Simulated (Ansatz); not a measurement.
Geometry optimisation, RKS PBE0-D4/cc-pVDZ (Ansatz 0.2.0).

Input file:

```yaml
crystal:
  periodic: [false, false, false]
  atoms:
    - { symbol: Si, position_ang: [0.0, 0.0, 0.0] }
    - { symbol: H, position_ang: [0.0, 0.0, 1.81] }
    - { symbol: H, position_ang: [1.3768, 0.0, -0.4862] }
    - { symbol: F, position_ang: [-0.7489, 1.2974, -0.5295] }
    - { symbol: H, position_ang: [-0.6877, -1.1914, -0.4862] }
    - { symbol: O, position_ang: [-1.879, 0.006, 0.6243] }
    - { symbol: H, position_ang: [-2.4259, -0.6226, 0.0535] }
    - { symbol: H, position_ang: [-0.9605, 0.0031, 1.7351] }
basis:
  gaussian: { orbitals: cc-pVDZ }
hamiltonian:
  xc: pbe0
  dispersion: d4
relax:
  f_tol: 0.15
  max_steps: 25
  restrain:
    - { distance: [0, 5], at: 1.68, k: 30.0 }
    - { distance: [7, 1], at: 0.66, k: 30.0 }
    - { distance: [0, 1], at: 2.66, k: 30.0 }
    - { distance: [7, 5], at: 2.21, k: 30.0 }
```

Command:

```bash
$ ansatz run input.yaml --threads 1 --pin off --max-ram 2048MiB --backend cpu --events-out ev --progress --plain --runs-dir out
```

Question: Where does it end, and by what steps?

Answer: The forces met the threshold. The restraints hold the end off the free minimum; the threshold counts their pulls, which the force column leaves out. Restrained pairs: Si1–O6 (1.98 → 1.68 Å), H2–H8 (0.96 → 0.72 Å), Si1–H2 (1.81 → 2.67 Å), O6–H8 (1.44 → 2.22 Å). After 15 steps the energy has fallen by 4.379 eV (the restraints' own energy left out); H5 moved furthest, 1.31 Å.

```json
{"step": "0", "energy less start (eV)": "0.0000", "largest force component (eV/Å)": "3.861", "accepted": "yes"}
{"step": "1", "energy less start (eV)": "-0.3078", "largest force component (eV/Å)": "3.812", "accepted": "yes"}
{"step": "2", "energy less start (eV)": "-0.9748", "largest force component (eV/Å)": "3.326", "accepted": "yes"}
{"step": "3", "energy less start (eV)": "-2.4280", "largest force component (eV/Å)": "2.719", "accepted": "yes"}
{"step": "4", "energy less start (eV)": "-3.1752", "largest force component (eV/Å)": "2.001", "accepted": "yes"}
{"step": "5", "energy less start (eV)": "-3.6653", "largest force component (eV/Å)": "1.739", "accepted": "yes"}
{"step": "6", "energy less start (eV)": "-4.0493", "largest force component (eV/Å)": "1.342", "accepted": "yes"}
{"step": "7", "energy less start (eV)": "-4.2063", "largest force component (eV/Å)": "1.631", "accepted": "yes"}
{"step": "8", "energy less start (eV)": "-4.2094", "largest force component (eV/Å)": "1.793", "accepted": "yes"}
{"step": "9", "energy less start (eV)": "-4.2505", "largest force component (eV/Å)": "1.747", "accepted": "yes"}
{"step": "10", "energy less start (eV)": "-4.2656", "largest force component (eV/Å)": "1.330", "accepted": "yes"}
{"step": "11", "energy less start (eV)": "-4.3184", "largest force component (eV/Å)": "1.611", "accepted": "yes"}
{"step": "12", "energy less start (eV)": "-4.3580", "largest force component (eV/Å)": "1.546", "accepted": "yes"}
{"step": "13", "energy less start (eV)": "-4.3723", "largest force component (eV/Å)": "1.605", "accepted": "yes"}
{"step": "14", "energy less start (eV)": "-4.3941", "largest force component (eV/Å)": "0.962", "accepted": "no"}
{"step": "15", "energy less start (eV)": "-4.3794", "largest force component (eV/Å)": "1.545", "accepted": "yes"}
```

```xyz
8
Properties=species:S:1:pos:R:3
Si -0.431 -0.225 -0.366
H 0.083 0.743 2.067
H 0.844 -0.669 0.248
F -0.386 1.410 -0.564
H -0.656 -0.782 -1.733
O -1.687 -0.674 0.650
H -2.547 -0.733 0.217
H -0.546 0.422 2.201
```

Run time: 43 s on 1 thread of Arm Neoverse V1 (shared host), peak memory 0.14 GiB.
